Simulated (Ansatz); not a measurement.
Ideal-gas functions of CH₄O₂, SMILES `OCO` at 400 K and 1 bar, from an Ansatz frequency run at PBE0-D4/def2-TZVP.

Molar mass 48.04 g/mol, point group Cs (symmetry number 1), electronic degeneracy 1, moments of inertia 11.557, 50.528, 56.185 u Å². Harmonic wavenumbers (cm⁻¹, unscaled): 186, 395, 549, 1002, 1089, 1097, 1169, 1375, 1414, 1442, 1511, 2997, 3135, 3861, 3862.

Use S(trans) = R[1.5 ln M + 2.5 ln T − 1.1517]; rotational temperatures θ = 24.2544 K / I; S(rot) = R[ln(√π/σ · √(T³/θAθBθC)) + 1.5]; for each mode x = 1.438777 ν̃/T, S = R[x/(eˣ − 1) − ln(1 − e⁻ˣ)] and H = RT x/(eˣ − 1); 1 cm⁻¹ = 0.0119627 kJ/mol; R = 8.31446 J/(mol·K).

By hand: the entropy, in J/(mol·K).

Translation 163.3. Rotation: θ = 2.0987, 0.48, 0.4317 K, giving 95.4. Vibration, mode by mode: 11.81, 6.06, 3.89, 1.07, 0.83, 0.81, 0.65, 0.35, 0.31, 0.29, 0.23, 0.00, 0.00, 0.00, 0.00, in all 26.3. Electronic 0.0. Sum 285.0 J/(mol·K).

By hand: H − E and G − E in kJ/mol, counted from the electronic energy.

Zero-point energy ½ × 25084 × 0.0119627 = 150.0; thermal vibration 6.4; translation, rotation and pV give 4 RT = 13.3. H − E = 169.7 kJ/mol, and G − E = 169.7 − 400 × 285.0/1000 = 55.7 kJ/mol.

Vibration gives 9 % of the entropy. The sum counts one conformer and one mirror image; others add a mixing term.
